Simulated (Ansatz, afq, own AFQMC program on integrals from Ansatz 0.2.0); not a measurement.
**Atomization energy of CHN, singlet**

| atom | x (Å) | y (Å) | z (Å) |
| --- | --- | --- | --- |
| C | -0.0054 | -0.0235 | -0.0054 |
| N | 0.2540 | 1.0696 | 0.2572 |
| H | -0.2487 | -1.0461 | -0.2518 |

Connectivity, by distances: CH–N.

Atoms in their ground-state spins without spin–orbit coupling (mostly on UHF) minus the molecule (RHF), without zero-point energy. The geometry is a stationary point, not shown to be a minimum.

Basis def2-TZVP. Noble-gas cores (and the filled d shells of Ga–Kr and In–Xe) are frozen. AFQMC by an in-house program on the Cholesky factors that Ansatz 0.2.0 writes for its CCSD(T) run. The CISD trial takes its coefficients from CCSD amplitudes. Released means that phaseless walkers are propagated on without the constraint, phases kept. ± is one standard error of the sampling. The errors of all members are added in quadrature.

No full CI on the walks' own integrals is used here. The released AFQMC energy serves as the reference, which it does only where one determinant dominates, the energy is flat over the last release times and near the phaseless one (40 meV or 2 meV an electron, half that with transition metals). On small molecules, where full CI could be run and the noise was under 10 meV, such values lay within 10 meV of it in 19 cases of 20, a flattering rate, since the rule was set on those same cases; what remains of the bias isn't in the error bar. Each member takes its own surest rung, up to full CI.

The best estimate is CCSD(T) at the basis-set limit (CBS: def2-TZVPP and def2-QZVPP, with their diffuse functions for anions and beside diffuse sets, CCSD(T) itself extrapolated) plus the step from CCSD(T) to AFQMC with the constraint released in def2-TZVP. Rows without CBS are in def2-TZVP; B2PLYP and the wave-function rows carry a basis error of their own. Core correlation and relativity beyond core potentials are missing, and ± holds the sampling alone.

Cautions: CHN (singlet): the released value is read at 2.40 1/Eh (meV from the phaseless value at times in 1/Eh: -6 ± 4 at 0.24, -11 ± 4 at 0.51, -19 ± 4 at 0.99, -35 ± 4 at 1.62, -25 ± 7 at 2.40); other spins of the molecule weren't checked.

Best estimate: 13.518 ± 0.007 eV.

```
         level  atomization energy (eV)  error against the best estimate (eV)
            HF                    8.595                        -4.923 ± 0.007
           MP2                   13.524                         0.006 ± 0.007
          CCSD                   12.658                        -0.860 ± 0.007
       CCSD(T)                   13.022                        -0.496 ± 0.007
         CCSDT                   12.997                        -0.521 ± 0.007
      CCSDT(Q)                   13.038                        -0.480 ± 0.007
 ph-AFQMC/CISD           13.023 ± 0.005                        -0.495 ± 0.009
released AFQMC           13.043 ± 0.007                                -0.475
        HF/CBS                    8.628                        -4.889 ± 0.007
       MP2/CBS                   14.020                         0.502 ± 0.007
   CCSD(T)/CBS                   13.500                        -0.018 ± 0.007
           PBE                   14.133                         0.615 ± 0.007
        r2SCAN                   13.339                        -0.179 ± 0.007
          PBE0                   13.468                        -0.050 ± 0.007
         B3LYP                   13.562                         0.044 ± 0.007
       wB97M-V                   13.576                         0.058 ± 0.007
        B2PLYP                   13.527                         0.009 ± 0.007
```

Correlation beyond CCSD(T) adds 0.018 ± 0.007 eV. Going to the basis-set limit adds 0.478 eV at CCSD(T). The perturbative (T) step is worth +0.364 eV. The functionals spread over 0.794 eV; B2PLYP and B3LYP come nearest and PBE is 0.615 eV too high.

Best estimates are given only where the step beyond CCSD(T) is under 0.3 eV and no member's determinant is very poor (T1 over 0.05, or 0.07 for open shells, ⟨S²⟩ too high by 0.3, two states mixed), so the hardest cases are missing from such tables.

The functionals ran in a triple-zeta set and keep a basis error of their own, a few kJ/mol for each bond in atomization energies and more for double hybrids, so close places among them and the extrapolated levels can swap.

CCSDT and higher add their correlation energy to the determinant of the CCSD(T) run, since their own runs factorise the integrals more tightly (a shift of under 2 meV). Each member of a difference takes its own highest rung, so a best estimate needn't equal the limit plus the step of one row. A walk keeps the symmetry of its determinant, which the program's search chose and which needn't be the lowest solution, so a lower state of the same spin and another symmetry isn't excluded. Released energies are given only where the last usable release times agree within the noise; a slower fall can still hide under it.
